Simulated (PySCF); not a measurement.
**Running PySCF for AlC**

File input.py (PySCF 2.14):

```python
from pyscf import gto, scf, cc

mol = gto.M(
    atom='Al 0 0 0; C 0 0 2',
    basis='cc-pvdz-dk',
    charge=0,
    spin=3,
    symmetry=True,
    verbose=3,
)
mf = scf.UHF(mol)
mf = mf.sfx2c1e()
mf.kernel()
mycc = cc.CCSD(mf, frozen=6)
mycc.kernel()
mycc.ccsd_t()
mf.dip_moment()
print('orbital energies (hartree):', [e[max(0, n-3):n+3].round(4) for e, n in zip(mf.mo_energy, mol.nelec)])
```

```bash
$ OMP_NUM_THREADS=1 python input.py
```

The log:

```
converged SCF energy = -280.100335370268  <S^2> = 3.7564695  2S+1 = 4.0032334
E(UCCSD) = -280.2371420840405  E_corr = -0.1368067137721446
UCCSD(T) correction = -0.00449670302546274
Dipole moment(X, Y, Z, Debye):  0.00000,  0.00000, -1.15125
orbital energies (hartree): [array([-0.3942, -0.3942, -0.3145,  0.0463,  0.0463,  0.1304]), array([-3.2231, -0.591 , -0.329 ,  0.0217,  0.0217,  0.0913])]
```

In short: E(SCF) = -280.100335 Eh, E(CCSD) − E(SCF) = -0.13681 Eh, (T) = -0.00450 Eh, ⟨S²⟩ = 3.756, μz(SCF) = -1.15 D.

Hardware: Arm Neoverse V2, 1 thread, shared host. Wall time 1.1 s, peak memory 0.12 GiB.

The bond length is a typed value, not an optimised one. No search for the lowest solution was made.
